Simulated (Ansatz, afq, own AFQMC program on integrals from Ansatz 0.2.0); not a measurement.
Integrals from Ansatz 0.2.0, then the random walk in our own AFQMC program (afq).

```yaml
crystal:
  periodic: [false, false, false]
  atoms:
    - {symbol: Al, position_ang: [0.000000, 0.000000, 0.259056]}
    - {symbol: Al, position_ang: [0.000000, 0.000000, -2.101360]}
    - {symbol: H, position_ang: [0.000000, 0.000000, 1.842303]}
basis:
  gaussian: {orbitals: cc-pVDZ}
magnetization: {spin_polarized: true, initial_magnetization: 3}
correlation: {method: ccsd_t, electrons: outside_noble_gas, hamiltonian_folder: ham}
```

```sh
$ ansatz run in.yaml --threads 1 --pin off --events-out ev --progress --plain --max-ram 1843MiB
```

afq runs on the folder ham with

```
--method free --trial cisd --walkers 60 --time-step 0.03 --max-blocks 80 --target-error 0.00032 --factor-cut 1e-05 --seed 7388 --times 0,0.3,0.6,1.2,1.8,2.4,3.6,4.8,6 --taylor-order 8
```

Times are imaginary, in 1/Eh. The walk had a cap of 584 s.

Output of the walk:

```
orbitals 31  electrons 5 2  factors 222 of 406
reference energy -484.34002756 Eh
CCSD correlation -0.11110458 Eh in 12 cycles, weight of the determinant in the CISD state 0.8821
repeat  energy at the last time / Eh  error
    10  -484.457771  0.000888
    20  -484.457992  0.000612
    30  -484.458222  0.000558
    40  -484.458159  0.000527
    50  -484.457763  0.000463
    60  -484.457895  0.000419
    70  -484.457854  0.000385
    80  -484.457788  0.000355
time / (1/Eh)  energy / Eh  error  mean overlap
  0.00  -484.451049  0.000041  1.1338
  0.30  -484.453142  0.000073  1.1369
  0.60  -484.454555  0.000089  1.1366
  1.20  -484.456029  0.000118  1.1410
  1.80  -484.456657  0.000137  1.1535
  2.40  -484.457327  0.000161  1.1541
  3.60  -484.457654  0.000197  1.1809
  4.80  -484.457845  0.000272  1.1921
  6.00  -484.457788  0.000355  1.2054
energy -484.457788 +/- 0.000355 Eh
```

The run passed its tests (error under three times the target), which doesn't prove that it has relaxed.

Against this walk (error 9.7 meV) on the same determinant: CCSD(T) 45.4 meV higher, CCSDT(Q) 6.3 meV lower (within the noise). The error is statistical, and a free projection of finite length keeps a remainder of its start.

Cautions: remainder of the start not in the error; error above the target (9.7 against 8.7 meV); another spin lies lower.

The walk took 2.2 min on 1 thread of Intel(R) Xeon(R) 6975P-C (Granite Rapids), with other jobs on the host. The log's last line is the free-projection energy.

CCSDT and higher add their correlation energy to the determinant of the CCSD(T) run, since their own runs factorise the integrals more tightly (a shift of under 2 meV). A walk keeps the symmetry of its determinant, which the program's search chose and which needn't be the lowest solution, so a lower state of the same spin and another symmetry isn't excluded.
